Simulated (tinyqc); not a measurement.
Orbital energy against energy difference: ionisation energy by orbital energies and by energy differences in the cc-pvdz basis, for LiH, spin multiplicity 1. Computed by the program tinyqc with PySCF. 

Geometry (angstrom):
```
atom       x       y       z
Li    0.0000  0.0000  0.0000
H     0.0000  0.0000  1.5440
```

CCSD(T) difference in the same basis = 7.9232 eV

IP-EOM-CCSD = 7.9234 eV

The cation is unrestricted; errors are against CCSD(T) in this basis, not against experiment.

First vertical ionisation energy (eV):
```
method     -e(HOMO)  E(cation) - E  error of -e(HOMO)  error of the difference
HF           8.2529       7.082723             0.3297                  -0.8405
LDA          4.4191       8.281901            -3.5041                   0.3587
PBE          4.4031       8.118325            -3.5201                   0.1951
B3LYP        5.3541       8.355670            -2.5691                   0.4325
PBE0         5.4879       8.077395            -2.4353                   0.1542
CAM-B3LYP    6.9042       8.341373            -1.0190                   0.4182
LC-wPBE      8.2134       8.157017             0.2902                   0.2338
```

Koopmans errs by +0.33 eV and Delta-HF by -0.84 eV: relaxation, 1.17 eV, lowers the value and the missing correlation difference works against it. The PBE level is off by -3.5 eV through the wrong tail of its potential, though its energy difference is off by +0.20 eV; exact exchange deepens the level, and among the orbital energies LC-wPBE comes closest; among the differences PBE0 does.
